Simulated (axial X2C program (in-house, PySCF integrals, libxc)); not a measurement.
Nuclear properties of ClAlCl

Computed with an axial X2C code built on PySCF integrals: two-component X2C with atomic mean-field Coulomb and Gaunt terms, Gaussian nuclei, basis Cl dyall-av3z, Al dyall-v3z with contracted cores.

Cl–Al–Cl held linear, with bonds 2.162 and 2.162 Å (near the PBE0 minimum at charge 0 of the determinant lowest at the starting distance; the state shown can have its own minimum elsewhere, held linear; other orders of the atoms were not compared).

Determinant lowest in the PBE0 search, Ω = 1/2 (⟨Sz⟩ = 0.50, ⟨Lz⟩ = 0.00 at PBE0), spin on the atoms Cl 0.05, Al 0.41, Cl 0.05:

```csv
level,A∥/gI Cl (MHz),qzz Cl (a.u.),A∥/gI Al (MHz),qzz Al (a.u.)
PBE0,367,1.01,1330,-0.95
HF,410,0.92,1450,-1.01
TPSSh,363,0.96,1310,-0.90
```

Determinant 1.94 eV from it at PBE0 and this distance, Ω = 3/2 (⟨Sz⟩ = 0.50, ⟨Lz⟩ = 1.00 at PBE0), spin on the atoms Cl -0.04, Al 0.57, Cl -0.04:

| level | A∥/gI Cl (MHz) | qzz Cl (a.u.) | A∥/gI Al (MHz) | qzz Al (a.u.) |
| --- | --- | --- | --- | --- |
| PBE0 | 31.7 | 2.62 | 139 | -0.38 |
| HF | 21.6 | 2.61 | 195 | -0.52 |
| TPSSh | 33.6 | 2.57 | 144 | -0.34 |

A∥ (defined per Ω) follows by multiplying with gI = μI/(I μN); qzz is the electric field gradient, eQq0 = 234.96 MHz × Q/barn × qzz. The operators were transformed with the bare-nucleus X2C matrices; with these basis sets, hyperfine constants and field gradients can be off by tens of per cent, and where levels differ in sign neither size nor sign is settled.

Question: With gI(35Cl) = 0.5479, Q(35Cl) = -0.08112 barn, gI(27Al) = 1.4566, Q(27Al) = 0.1466 barn (g factors from the IAEA table of nuclear moments by Stone; Q from Pyykkö, Mol. Phys. 2018), turn the PBE0 values of the first state into constants in MHz.

Answer: A∥(35Cl) = 367 × 0.5479 = 201 MHz; eQq0(35Cl) = 234.96 × (-0.08112) × (1.01) = -19.3 MHz; A∥(27Al) = 1330 × 1.4566 = 1940 MHz; eQq0(27Al) = 234.96 × (0.1466) × (-0.95) = -32.7 MHz.

The molecule was held linear; bending was not examined, so a bent shape may lie lower.

Each state is one determinant with collinear spin. Unrestricted Hartree–Fock can overshoot spin polarisation at the nuclei. The search compared states at one distance, so a state with another bond length can lie lower. PBE0 term energies can be off by some tenths of an eV.
